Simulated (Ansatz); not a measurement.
# CHAl (singlet): wave-function methods side by side at distance Al1–C2 = 6.504 Å, 6-31G

An exercise on one series of results from a longer session: the logs are not shown, and one member is left open.

Method: 6-31G, core rule «outside noble gas», up to 6 orbitals frozen; program: Ansatz 0.2.0, Gaussian basis.

To be run: UHF; CCSD(T) on RHF; CCSD(T) on UHF; BCCD(T) on RHF; CISD; CCSDT(Q) on RHF; CCSDT(Q) on UHF; CISDTQ; CCSDTQ on RHF; CCSDTQ on UHF; CASSCF and MRCISD+Q, 2 electrons in 2 orbitals; CASSCF and NEVPT2, 2 electrons in 2 orbitals; CASSCF and MRCISD+Q, 8 electrons in 9 orbitals; CASSCF and NEVPT2, 8 electrons in 9 orbitals; Full CI; Full CI in the symmetry of the determinant.

35 further runs of the same task are left out: 7 for a known fault of the program, 22 that didn't finish, 6 set aside as unsound or not needed.

## What is computed

The geometry derives from a PBE0/def2-TZVP stationary point (not a proven minimum). One bond is set to the value named and the two fragments are kept rigid.

3 atoms, charge 0, spin multiplicity 1.

Atoms are counted from 1 here; the program's logs count them from 0.

Bond lengths: Al1–H3 1.591 Å.

Set-up of the first run:

The input, in.yaml:

```yaml
crystal:
  periodic: [false, false, false]
  atoms:
    - {symbol: Al, position_ang: [0.000000, 0.000000, 1.637630]}
    - {symbol: C, position_ang: [0.000000, 0.000000, -4.866370]}
    - {symbol: H, position_ang: [0.000000, 0.000000, 3.228741]}
basis:
  gaussian: {orbitals: 6-31G}
magnetization: {spin_polarized: true, initial_magnetization: 0}
hamiltonian: {xc: hf}
output: {orbitals: {seedname: orbitals}}
```

Launch:

```console
> ansatz run in.yaml --threads 1 --pin off --events-out ev --progress --plain --max-ram 2393MiB
```

Among the steps run: UHF; CCSD(T) on RHF; CCSD(T) on UHF; BCCD(T) on RHF; CISD; CCSDT(Q) on RHF; CCSDT(Q) on UHF; CISDTQ; CCSDTQ on RHF; CCSDTQ on UHF; CASSCF and MRCISD+Q, 2 electrons in 2 orbitals; CASSCF and NEVPT2, 2 electrons in 2 orbitals; CASSCF and MRCISD+Q, 8 electrons in 9 orbitals; CASSCF and NEVPT2, 8 electrons in 9 orbitals; Full CI; Full CI in the symmetry of the determinant.

One of the session's tables, all rows but one given; the rest of the session is left out.

It belongs to the step «Misses and costs». 

```
       method  from FCI (kJ/mol)
          RHF             +302.6
         RMP2                  ?
         CISD              +45.7
        RCCSD              +17.1
     RCCSD(T)              +11.7
      BCCD(T)              +11.7
       RCCSDT              +10.2
       CISDTQ               +5.6
    RCCSDT(Q)               +6.5
      RCCSDTQ                0.0
  CASSCF pair             +225.7
  NEVPT2 pair              +86.3
  MRCISD pair              +15.3
MRCISD+Q pair               -3.1
          FCI                  0
```

Estimate the missing values for RMP2.

As computed: from FCI (kJ/mol): +129.1. In the column «from FCI (kJ/mol)» it lies between NEVPT2 pair (+86.3) and CASSCF pair (+225.7).

Left out of the table: CASSCF valence, NEVPT2 valence, MRCISD valence, MRCISD+Q valence (the active space lost an orbital or holds another state than full CI finds).

Caveats from the session: The report flags that the cluster equations may have other roots. Left out of the table: UHF, UMP2, UCCSD, UCCSD(T), UCCSDT, UCCSDT(Q), UCCSDTQ (another determinant or state than the rows shown). The program flags RCCSD(T), BCCD(T), RCCSDTQ as in doubt, so those rows may rest on another solution; read them beside their warnings. MRCISD+Q pair falls below full CI: the +Q correction isn't variational, and the cores differ from full CI's.
